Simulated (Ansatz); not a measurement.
**NH3 (ammonia) at 6 levels**

Aim: a comparison of 6 runs (BLYP/def2-TZVPPD, PBE/def2-TZVPPD, r2SCAN/def2-TZVPPD, r2SCAN0/def2-TZVPPD, wB97M-V/def2-TZVPPD, CCSD/def2-TZVPPD) of NH3 (ammonia). 

The results are computed with Ansatz 0.2.0.

29 further runs of the same task are left out: 29 set aside as unsound or not needed.

## (1) Starting point

NH3 has 4 atoms, charge 0, and is taken as a singlet. SMILES: `N`. The N1–H4 distance was set to 1.519 Å, away from the relaxed value. At this shape a bond of the SMILES string is far longer than usual.

Bond lengths: N1–H2 1.013 Å, N1–H3 1.013 Å. Angles: H2–N1–H3 107.1°. A long bond or contact: N1–H4 1.519 Å.

## (2) A single-point energy at BLYP/def2-TZVPPD (run 1)

File input.yaml:

```yaml
crystal:
  periodic: [false, false, false]
  atoms:
    - {symbol: N, position_ang: [-0.338349, 0.197060, 0.537033]}
    - {symbol: H, position_ang: [0.222031, -0.354230, 1.175283]}
    - {symbol: H, position_ang: [-1.155919, -0.354350, 0.307193]}
    - {symbol: H, position_ang: [0.466920, 0.354280, -0.741200]}
basis:
  gaussian: {orbitals: def2-TZVPPD.json}
output: {orbitals: {seedname: orbitals}}
accuracy: high
total_charge: 0
hamiltonian: {xc: {name: BLYP}}
```

The basis set def2-TZVPPD is read from a file made from the Basis Set Exchange's data (not shown).

Run with:

```sh
ansatz run input.yaml --threads 1 --pin off --max-ram 3480MiB --events-out events.jsonl --progress --plain --runs-dir runs
```

The log of the run:

```text
Warning: RAYON_NUM_THREADS=1 ignored (pool sized by the plan → 1); use --threads N
Functional definition: BLYP
  name "BLYP"
  parameter beta = 0.0042
  parameter a = 0.04918
  parameter b = 0.132
  parameter c = 0.2533
  parameter d = 0.349
  exchange = b88_x(beta = beta)
  correlation = lyp_c(a = a, b = b, c = c, d = d)
1426 factors; integrals over basis functions are off by at most 2.8e-9 eV
mean field evaluation 1: about -1526.4230 eV, gradient 7.2e1 eV
mean field evaluation 2: about -1473.3896 eV, gradient 1.3e2 eV
mean field evaluation 4: about -1536.9901 eV, gradient 5.3e0 eV
mean field evaluation 8: about -1537.1007 eV, gradient 3.0e-1 eV
mean field evaluation 16: about -1537.1009 eV, gradient 3.4e-6 eV
mean field -1537.10086639 eV, -56.4874149556 hartree, gradient 5.6e-8 eV, S^2 0.000000; 0 other end points of the search recorded, 0 dependent functions left out
reference -1537.10090897 eV, -56.4874165203 hartree; 5, 5 occupied and 83, 83 virtual orbitals, 1426 factors
Total energy: -1537.10090897 eV, -56.4874165203 hartree
```

It took 2.1 s on 1 thread of Arm Neoverse V1, shared host; peak memory 0.15 GiB.

## (3) A single-point energy at PBE/def2-TZVPPD (run 2)

File run.yaml:

```yaml
crystal:
  periodic: [false, false, false]
  atoms:
    - {symbol: "N", position_ang: [-0.338349, 0.197060, 0.537033]}
    - {symbol: H, position_ang: [0.222031, -0.354230, 1.175283]}
    - {symbol: H, position_ang: [-1.155919, -0.354350, 0.307193]}
    - {symbol: H, position_ang: [0.466920, 0.354280, -0.741200]}
basis:
  gaussian: {orbitals: def2-TZVPPD.json}
hamiltonian: {xc: pbe}
output: {orbitals: {seedname: orbitals}}
accuracy: high
```

The basis set def2-TZVPPD is read from a file made from the Basis Set Exchange's data (not shown).

Run with:

```sh
ansatz run run.yaml --threads 1 --pin off --max-ram 3480MiB --events-out events.jsonl --progress --plain --runs-dir runs
```

The log of the run:

```text
Warning: RAYON_NUM_THREADS=1 ignored (pool sized by the plan → 1); use --threads N
Functional definition: PBE
  name "PBE"
  parameter kappa = 0.804
  parameter beta = 0.06672455060314922
  exchange = pbe_x(kappa = kappa, mu = beta*pi^2/3)
  correlation = pbe_c(beta = beta)
1426 factors; integrals over basis functions are off by at most 2.8e-9 eV
mean field evaluation 1: about -1525.8491 eV, gradient 6.8e1 eV
mean field evaluation 2: about -1478.8091 eV, gradient 1.3e2 eV
mean field evaluation 4: about -1535.5639 eV, gradient 5.0e0 eV
mean field evaluation 8: about -1535.6611 eV, gradient 2.5e-1 eV
mean field evaluation 16: about -1535.6612 eV, gradient 5.1e-7 eV
mean field -1535.66119520 eV, -56.4345080152 hartree, gradient 1.2e-8 eV, S^2 0.000000; 0 other end points of the search recorded, 0 dependent functions left out
reference -1535.66119819 eV, -56.4345081251 hartree; 5, 5 occupied and 83, 83 virtual orbitals, 1426 factors
Total energy: -1535.66119819 eV, -56.4345081251 hartree
```

Wall time 2.1 s (1 thread of Arm Neoverse V1, shared host); peak memory 0.15 GiB.

Runs 3 to 5 aren't shown in full; the table further down has their settings and results.

## (4) The energy at CCSD/def2-TZVPPD (run 6)

File molecule.yaml:

```yaml
crystal:
  periodic: [false, false, false]
  atoms:
    - {symbol: "N", position_ang: [-0.338349, 0.197060, 0.537033]}
    - {symbol: H, position_ang: [0.222031, -0.354230, 1.175283]}
    - {symbol: H, position_ang: [-1.155919, -0.354350, 0.307193]}
    - {symbol: H, position_ang: [0.466920, 0.354280, -0.741200]}
basis:
  gaussian:
    orbitals: def2-TZVPPD.json
correlation:
  method: ccsd
  frozen_orbitals: {H: 0, "N": 1}
accuracy: high
scf:
  omitted_lower_state_checks: [cluster_reference, increment]
```

The basis set def2-TZVPPD is read from a file made from the Basis Set Exchange's data (not shown).

Run with:

```sh
ansatz run molecule.yaml --threads 1 --pin off --max-ram 3480MiB --events-out events.jsonl --progress --plain --runs-dir runs
```

The log of the run (excerpt; [...] marks lines left out):

```text
Warning: RAYON_NUM_THREADS=1 ignored (pool sized by the plan → 1); use --threads N
Functional definition: HF
  name "HF"
[...]
1426 factors; integrals over basis functions are off by at most 2.8e-9 eV
[...]
mean field -1527.19709794 eV, -56.1234581777 hartree, gradient 7.7e-8 eV, S^2 0.000000; 0 other end points of the search recorded, 0 dependent functions left out; unrestricted orbitals would lower it
1 core orbitals not correlated: weight in the atoms' cores, before any rotation towards them, 1.000 or more for the frozen orbitals, at most 0.000 for the correlated occupied ones
reference -1527.19709794 eV, -56.1234581777 hartree; 4, 4 occupied and 83, 83 virtual orbitals, 1426 factors
second order -6.73476853 eV of doubles, -0.00000000 eV of singles
cycle   1  -6.87077992 eV  change   -1.4e-1 eV  update   6.4e-2
[...]
cycle  24  -7.15237550 eV  change  -2.6e-10 eV  update  3.0e-10
Total energy: -1534.34947343 eV, -56.3863031293 hartree
Checks for a lower state left out: cluster_reference, increment
```

Run time: 5.7 s. Hardware: 1 thread of Arm Neoverse V1, shared host; peak memory 0.51 GiB.

## (5) All runs side by side

```
run                level  frozen core orbitals  energy (Eh)  HOMO energy (eV)  LUMO energy (eV)  HOMO–LUMO gap (eV)  wall time
  1     BLYP/def2-TZVPPD                     –   -56.487417             -6.12             -2.22                3.89      2.1 s
  2      PBE/def2-TZVPPD                     –   -56.434508             -6.17             -2.20                3.97      2.1 s
  3   r2SCAN/def2-TZVPPD                     –   -56.466199             -6.48             -1.84                4.63      3.6 s
  4  r2SCAN0/def2-TZVPPD                     –   -56.453099             -7.90             -0.93                6.97      3.9 s
  5  wB97M-V/def2-TZVPPD                     –   -56.467012            -10.12              0.54               10.66       14 s
  6     CCSD/def2-TZVPPD                     1   -56.386303                 –                 –                   –      5.7 s
```

## (6) Outcome

| quantity | value |
| --- | --- |
| run 6: total energy | -56.38630 Eh |
| run 6: correlation energy (1 core orbital frozen) | -262.8 mEh |
| run 6: T1 diagnostic | 0.014 |

Over runs 1, 2, 3, 4, 5 the HOMO–LUMO gap runs from 3.89 eV (BLYP/def2-TZVPPD) to 10.66 eV (wB97M-V/def2-TZVPPD). Totals of different functionals can't be ranked against each other. In run 6 the log says that unrestricted orbitals would lower the reference, so the values rest on an unstable closed-shell determinant (other closed-shell runs at this shape may share the fault). All runs together took 31 s, the longest 14 s.
